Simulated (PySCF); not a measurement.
silicon monoxide (OSi), SMILES O=[Si] (connectivity only; charge and spin as stated), neutral, multiplicity 1. Geometry: B3LYP-D3(BJ)/def2-TZVPD.

TDA-B3LYP/def2-TZVPD (PySCF) puts the lowest singlet excitations at 5.31, 5.50, 5.50, 5.52, 5.52, 7.41 eV and the lowest triplet (TDA) at 4.06 eV.

What are the lowest singlet roots from EOM-CCSD/aug-cc-pVDZ (PySCF 2.14.0)? (The exact figures need the calculation; the answer reports its results.)

5.66, 5.66, 5.74, 5.74, 5.74, 7.45 eV; triplets 4.23, 4.23, 4.75 eV. S1 differs by 0.36 eV (second minus first; roots are paired by order, and the bases may differ).
